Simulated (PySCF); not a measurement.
**How methods differ on the electron affinity of C**

C⁻ [He] 2s2 2p3 (4S) → C [He] 2s2 2p2 (3P), as a difference of total energies. All numbers are calculated (PySCF 2.14, scalar relativity by spin-free X2C-1e, in aug-cc-pVQZ-DK (6s5p4d3f2g, 80 functions)). Correlated levels: valence: 1s2 frozen. The calculations carry no spin-orbit coupling.

```
           method  electron affinity (eV)  error (eV)
              UHF                   0.448      -0.814
    MP2 (valence)                   1.283      +0.021
SCS-MP2 (valence)                   0.989      -0.273
   CCSD (valence)                   1.158      -0.104
CCSD(T) (valence)                   1.234      -0.028
```

Reference: 1.262 eV (measured; photodetachment measurements, as compiled on the Wikipedia data page of electron affinities).

Errors of the correlated levels include the incompleteness of this basis and the frozen core.
